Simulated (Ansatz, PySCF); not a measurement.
OS, SMILES S=O (connectivity only; charge and spin as stated), neutral, multiplicity 3. Atoms are numbered in the order given.

```xyz
2

O      0.0000     0.0000    -0.9891
S      0.0000     0.0000     0.5000
```
Charge 0, spin multiplicity 3.

Coordinates come from a B3LYP-D3(BJ)/def2-TZVPD optimisation.

Two levels are set side by side: PBE-D3(BJ)/def2-TZVPD (Ansatz, a first-principles code) and B3LYP-D3(BJ)/def2-TZVPD (Ansatz). Each level has its own optimised geometry; the coordinates shown are those of the second. Frequencies come from the Hessian of PySCF at each geometry. Differences are taken from unrounded values.

```
quantity                            B3LYP-D3(BJ)
----------------------------------  ------------
bond O1–S2 (Å)                             1.489
highest harmonic wavenumber (cm⁻¹)          1157
mean harmonic wavenumber (cm⁻¹)             1157
zero-point energy (kcal/mol)                1.65
```

Q: What does PBE-D3(BJ) give, and how far is it from B3LYP-D3(BJ)? (The exact figures need the calculation; the answer reports its results.)

A: 
```csv
quantity,PBE-D3(BJ),PBE-D3(BJ) minus B3LYP-D3(BJ)
bond O1–S2 (Å),1.504,0.015
highest harmonic wavenumber (cm⁻¹),1111,-46
mean harmonic wavenumber (cm⁻¹),1111,-46
zero-point energy (kcal/mol),1.59,-0.07
```
